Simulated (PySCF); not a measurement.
```xyz
3

C     -0.0249     0.3561     0.0000
O      1.0344    -0.1546     0.0000
H     -1.0025    -0.2043     0.0000
```

Charge 0, multiplicity 2.

### Question
Give the Mulliken and meta-Löwdin atomic charges from TPSSh-D3(BJ)/def2-TZVP (PySCF 2.14.0).

### Answer

```tsv
atom	Mulliken (e)	meta-Löwdin (e)
C1	-0.01	0.12
O2	-0.12	-0.24
H3	0.13	0.12
```
